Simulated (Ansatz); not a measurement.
# BFH₂S: functionals against CCSD(T) at one geometry

One table from this session's results is given with a row withheld; the runs are named, their logs left out.

The runs use Ansatz 0.2.0, Gaussian basis; single points in def2-TZVPP.

Correlated methods freeze the cores. B3LYP uses VWN-RPA correlation.

### The starting structure

5 atoms, charge 0, spin multiplicity 1.

Atoms are counted from 1 here; the program's logs count them from 0.

Bond lengths: F1–B2 1.328 Å, B2–S3 1.812 Å, B2–H4 1.169 Å, S3–H5 1.340 Å. Angles: F1–B2–S3 119.3°, F1–B2–H4 117.7°, S3–B2–H4 122.8°, B2–S3–H5 99.6°.

Coordinates:

| atom | x (Å) | y (Å) | z (Å) |
| --- | --- | --- | --- |
| F1 | -1.21600 | -0.82540 | -1.02000 |
| B2 | -0.40830 | -0.35320 | -0.07760 |
| S3 | 0.91670 | 0.79290 | -0.53930 |
| H4 | -0.65030 | -0.62720 | 1.03290 |
| H5 | 1.43780 | 1.03200 | 0.67190 |

The first run:

Input file run/in.yaml:

```yaml
crystal:
  periodic: [false, false, false]
  atoms:
    - {symbol: F, position_ang: [-1.216000, -0.825400, -1.020000]}
    - {symbol: B, position_ang: [-0.408300, -0.353200, -0.077600]}
    - {symbol: S, position_ang: [0.916700, 0.792900, -0.539300]}
    - {symbol: H, position_ang: [-0.650300, -0.627200, 1.032900]}
    - {symbol: H, position_ang: [1.437800, 1.032000, 0.671900]}
basis:
  gaussian: {orbitals: def2-TZVPP}
correlation: {method: ccsd_t}
output: {forces: true}
```

The command line of these runs was not kept.

Among the steps run: CCSD(T)/def2-TZVPP; PBE0-D4/def2-TZVPP; wB97M-V/def2-TZVPP; r2SCAN-D4/def2-TZVPP; PBE-D4/def2-TZVPP; B3LYP-D4/def2-TZVPP; CAM-B3LYP-D4/def2-TZVPP.

One of the session's tables, all rows but one given; the rest of the session is left out.

```
      method  RMS force component (eV/Å)  angle to CCSD(T) forces (°)  dipole (D)
     CCSD(T)                       0.238                    reference        1.64
     PBE0-D4                       0.295                         22.3        1.66
     wB97M-V                       0.236                         11.1        1.60
   r2SCAN-D4                       0.270                         13.3        1.61
      PBE-D4                           ?                            ?           ?
    B3LYP-D4                       0.233                         10.8        1.64
CAM-B3LYP-D4                       0.264                         24.1        1.69
```

**Question.** Estimate the row for PBE-D4.

The run gave: RMS force component (eV/Å): 0.343; angle to CCSD(T) forces (°): 30.8; dipole (D): 1.54. In the column «RMS force component (eV/Å)» it is the highest.
